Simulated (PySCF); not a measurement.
Compound: Si3H6.
Structure used (PBE0-D3(BJ)/def2-SVP), in Å, numbered top down from 1:
```
atom  x, y, z in Å
Si1   -0.7361   -1.1279    0.0648
Si2    1.3295   -0.0740   -0.2346
Si3   -0.5869    1.2035    0.1616
H4    -0.9748   -1.8716    1.3348
H5    -1.3971   -1.7439   -1.1212
H6     1.9190   -0.0592   -1.6041
H7     2.3447   -0.1887    0.8514
H8    -0.7292    1.8688    1.4884
H9    -1.1493    1.9978   -0.9681
```

Theory: PBE0-D3(BJ)/def2-SVP geometry optimisation, gas phase in PySCF 2.14.0.

Take the most abundant isotopes and a rigid rotor. 

Task: What are A, B and C (MHz)?

Result: Ia = 99.99, Ib = 100.11, Ic = 181.27 u·Å²; 505379 MHz·u·Å²/I gives A = 5054, B = 5048, C = 2788 MHz.

Task: Classify the top.

Result: An oblate symmetric top, as the point group D3h requires two equal moments; the computed ones differ by 0.11 % because the geometry is symmetric only within the optimiser's tolerance; Ray's κ = 0.995.

Task: What does the inertial defect say?

Result: Not planar: Δ = Ic − Ia − Ib = -18.83 u·Å². For a rigid frame Δ = −2 Σ m c², so Σ m c² = 9.41 u·Å² lies off the ab plane, practically all of it from hydrogen. The atom farthest from that plane is 1.25 Å away.

The point group D3h allows no dipole (computed: 0.00 D), so a rigid rotor has no electric-dipole lines.

Task: Estimate the classical rotational partition function at 10 K, 298.15 K and 500 K.

Result: Point group D3h, symmetry number σ = 6; q = (√π/σ)·√((kT/h)³/(ABC)), k/h = 20836.6 MHz/K: 105 at 10 K, 17200 at 298.15 K, 37200 at 500 K.

Stationary, but not proved a minimum. Zero-point vibration and centrifugal distortion are left out.
